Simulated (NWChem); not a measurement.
The numbers come from NWChem runs, not from measurements. System: pyridine (C₅H₅N), charge 0, spin multiplicity 1, at a geometry optimised with PBE0/def2-SVP. Level: RHF/def2-SVP.

The NWChem input:

```
start mol
memory heap 200 mb stack 900 mb global 1100 mb
geometry units angstroms nocenter noautoz
  C      0.000000     0.000000     1.382730
  C     -1.197066     0.000000     0.670729
  C     -1.138719     0.000000    -0.723499
  N      0.000000     0.000000    -1.411618
  C      1.138719     0.000000    -0.723499
  C      1.197066     0.000000     0.670729
  H      0.000000     0.000000     2.475926
  H     -2.161822     0.000000     1.183094
  H     -2.064130     0.000000    -1.311967
  H      2.064130     0.000000    -1.311967
  H      2.161822     0.000000     1.183094
  symmetry group C2v
end
basis spherical
  * library def2-svp
end
scf
  rhf
  nopen 0
  maxiter 100
  thresh 1e-7
  semidirect memsize 60000000 filesize 0
end
task scf energy
```

Part of the output:

```
             Northwest Computational Chemistry Package (NWChem) 7.3.0
             --------------------------------------------------------

                                NWChem Input Module
                                -------------------

 Scaling coordinates for geometry "geometry" by  1.889725989
 (inverse scale =  0.529177249)

 Turning off AUTOSYM since
 SYMMETRY directive was detected!

                             Geometry "geometry" -> ""
                             -------------------------

 Output coordinates in angstroms (scale by  1.889725989 to convert to a.u.)

  No.       Tag          Charge          X              Y              Z
 ---- ---------------- ---------- -------------- -------------- --------------
    1 C                    6.0000     0.00000000     0.00000000     1.38273000
    2 C                    6.0000    -1.19706600     0.00000000     0.67072900
    3 C                    6.0000    -1.13871900     0.00000000    -0.72349900
    4 N                    7.0000     0.00000000     0.00000000    -1.41161800
    5 C                    6.0000     1.13871900     0.00000000    -0.72349900
    6 C                    6.0000     1.19706600     0.00000000     0.67072900
    7 H                    1.0000     0.00000000     0.00000000     2.47592600
    8 H                    1.0000    -2.16182200     0.00000000     1.18309400
    9 H                    1.0000    -2.06413000     0.00000000    -1.31196700
   10 H                    1.0000     2.06413000     0.00000000    -1.31196700
   11 H                    1.0000     2.16182200     0.00000000     1.18309400

 Effective nuclear repulsion energy (a.u.)     206.1800673303

            Nuclear Dipole moment (a.u.)
            ----------------------------
        X                 Y               Z
 ---------------- ---------------- ----------------
    -0.0000000000     0.0000000000    -0.0000113384

      Symmetry information
      --------------------

 Group name             C2v
 Group number             16
 Group order               4
 No. of unique centers     7

      Symmetry unique atoms

     1    2    3    4    7    8    9


 Summary of "ao basis" -> "" (spherical)
 ------------------------------------------------------------------------------
       Tag                 Description            Shells   Functions and Types
 ---------------- ------------------------------  ------  ---------------------
 *                          def2-svp                  on all atoms

 Summary of "ao basis" -> "ao basis" (spherical)
 ------------------------------------------------------------------------------
       Tag                 Description            Shells   Functions and Types
 ---------------- ------------------------------  ------  ---------------------
 C                          def2-svp                 6       14   3s2p1d
 N                          def2-svp                 6       14   3s2p1d
 H                          def2-svp                 3        5   2s1p

                                 NWChem SCF Module
                                 -----------------

  ao basis        = "ao basis"
  functions       =   109
  atoms           =    11
  closed shells   =    21
  open shells     =     0
  charge          =   0.00
  wavefunction    = RHF
  use symmetry    = T
  symmetry adapt  = T

 Summary of "ao basis" -> "ao basis" (spherical)
 ------------------------------------------------------------------------------
       Tag                 Description            Shells   Functions and Types
[...]
    16 a1         17 b2         18 b1         19 a1         20 b2
    21 a2         22 b2         23 a2         24 a1         25 b1
    26 a1         27 b1         28 a1         29 b2         30 a1
    31 b1

             Final eigenvalues
             -----------------

              1
    1  -15.5619
    2  -11.2791
    3  -11.2790
    4  -11.2648
    5  -11.2475
    6  -11.2475
    7   -1.2510
    8   -1.0793
    9   -1.0234
   10   -0.8505
   11   -0.8497
   12   -0.7197
   13   -0.6664
   14   -0.6457
   15   -0.5986
   16   -0.5765
   17   -0.5441
   18   -0.5219
   19   -0.4155
   20   -0.3862
   21   -0.3499
   22    0.1134
   23    0.1256
   24    0.1817
   25    0.2153
   26    0.2312
   27    0.2554
   28    0.2623
   29    0.3377
   30    0.3706
   31    0.4428

                       ROHF Final Molecular Orbital Analysis
                       -------------------------------------

 Vector   19  Occ=2.000000D+00  E=-4.155147D-01  Symmetry=a1
              MO Center=  5.6D-15,  8.6D-18, -1.1D+00, r^2= 2.4D+00
   Bfn.  Coefficient  Atom+Function         Bfn.  Coefficient  Atom+Function
  ----- ------------  ---------------      ----- ------------  ---------------
    48      0.478461   4 N  pz               51     -0.402736   4 N  pz
    44      0.190940   4 N  s                34      0.189568   3 C  pz
    62      0.189568   5 C  pz               20     -0.184875   2 C  pz
    76     -0.184875   6 C  pz               45      0.152935   4 N  s

 Vector   20  Occ=2.000000D+00  E=-3.862032D-01  Symmetry=b2
              MO Center=  2.0D-15,  1.1D-16,  2.1D-01, r^2= 2.9D+00
   Bfn.  Coefficient  Atom+Function         Bfn.  Coefficient  Atom+Function
  ----- ------------  ---------------      ----- ------------  ---------------
     5      0.333242   1 C  py               47      0.316593   4 N  py
    50     -0.260339   4 N  py                8      0.247168   1 C  py
    19      0.203006   2 C  py               75      0.203006   6 C  py
    22      0.161569   2 C  py               78      0.161569   6 C  py

 Vector   21  Occ=2.000000D+00  E=-3.499190D-01  Symmetry=a2
              MO Center=  3.4D-15,  9.0D-17,  1.2D-02, r^2= 3.0D+00
   Bfn.  Coefficient  Atom+Function         Bfn.  Coefficient  Atom+Function
  ----- ------------  ---------------      ----- ------------  ---------------
    19      0.288068   2 C  py               75     -0.288068   6 C  py
    33      0.280252   3 C  py               61     -0.280252   5 C  py
    22      0.241722   2 C  py               78     -0.241722   6 C  py
    36      0.215138   3 C  py               64     -0.215138   5 C  py

 Vector   22  Occ=0.000000D+00  E= 1.133936D-01  Symmetry=b2
              MO Center= -3.8D-15,  4.6D-17,  1.7D-01, r^2= 3.5D+00
   Bfn.  Coefficient  Atom+Function         Bfn.  Coefficient  Atom+Function
  ----- ------------  ---------------      ----- ------------  ---------------
     8      0.639533   1 C  py               50      0.454916   4 N  py
     5      0.337672   1 C  py               22     -0.312468   2 C  py
    78     -0.312468   6 C  py               47     -0.309541   4 N  py
    36     -0.240025   3 C  py               64     -0.240025   5 C  py
    33     -0.174132   3 C  py               61     -0.174132   5 C  py

 Vector   23  Occ=0.000000D+00  E= 1.256479D-01  Symmetry=a2
              MO Center= -1.2D-15,  3.6D-17, -5.8D-02, r^2= 3.6D+00
   Bfn.  Coefficient  Atom+Function         Bfn.  Coefficient  Atom+Function
  ----- ------------  ---------------      ----- ------------  ---------------
    36     -0.520813   3 C  py               64      0.520813   5 C  py
    22      0.509916   2 C  py               78     -0.509916   6 C  py
    33     -0.294163   3 C  py               61      0.294163   5 C  py
    19      0.267192   2 C  py               75     -0.267192   6 C  py

 Vector   24  Occ=0.000000D+00  E= 1.817310D-01  Symmetry=a1
              MO Center=  1.3D-15, -1.7D-18,  1.4D+00, r^2= 8.4D+00
   Bfn.  Coefficient  Atom+Function         Bfn.  Coefficient  Atom+Function
  ----- ------------  ---------------      ----- ------------  ---------------
    86      1.274296   7 H  s                91      1.027442   8 H  s
   106      1.027442  11 H  s                 3     -0.925233   1 C  s
    17     -0.720368   2 C  s                73     -0.720368   6 C  s
    96      0.590010   9 H  s               101      0.590010  10 H  s
     9     -0.499874   1 C  pz               31     -0.413031   3 C  s

 center of mass
 --------------
 x =  -0.00000000 y =   0.00000000 z =  -0.05272075

 moments of inertia (a.u.)
 ------------------
         309.304359170450           0.000000000000           0.000000000000
           0.000000000000         607.558165194445           0.000000000000
           0.000000000000           0.000000000000         298.253806023995

  Mulliken analysis of the total density
  --------------------------------------

    Atom       Charge   Shell Charges
 -----------   ------   -------------------------------------------------------
    1 C    6     5.97   1.99  0.89  0.22  2.00  0.82  0.05
    2 C    6     6.13   1.99  0.88  0.28  2.03  0.90  0.04
    3 C    6     5.86   1.99  0.89  0.21  1.98  0.72  0.07
    4 N    7     7.34   1.99  1.02  0.53  2.32  1.45  0.03
    5 C    6     5.86   1.99  0.89  0.21  1.98  0.72  0.07
    6 C    6     6.13   1.99  0.88  0.28  2.03  0.90  0.04
    7 H    1     0.94   0.75  0.16  0.03
    8 H    1     0.95   0.75  0.17  0.03
    9 H    1     0.94   0.76  0.16  0.02
   10 H    1     0.94   0.76  0.16  0.02
   11 H    1     0.95   0.75  0.17  0.03

       Multipole analysis of the density wrt the origin
       ------------------------------------------------

     L   x y z        total         open         nuclear
     -   - - -        -----         ----         -------
     0   0 0 0     -0.000000      0.000000     42.000000

     1   1 0 0      0.000000      0.000000     -0.000000
     1   0 1 0     -0.000000      0.000000      0.000000
     1   0 0 1      0.903292      0.000000     -0.000011

     2   2 0 0    -21.942119      0.000000    180.781523
     2   1 1 0      0.000000      0.000000      0.000000
     2   1 0 1      0.000000      0.000000      0.000000
     2   0 2 0    -28.617614      0.000000      0.000000
     2   0 1 1      0.000000      0.000000      0.000000
     2   0 0 2    -27.268754      0.000000    176.669110

 Task  times  cpu:        1.5s     wall:        1.5s

 Total times  cpu:        1.5s     wall:        1.5s
```
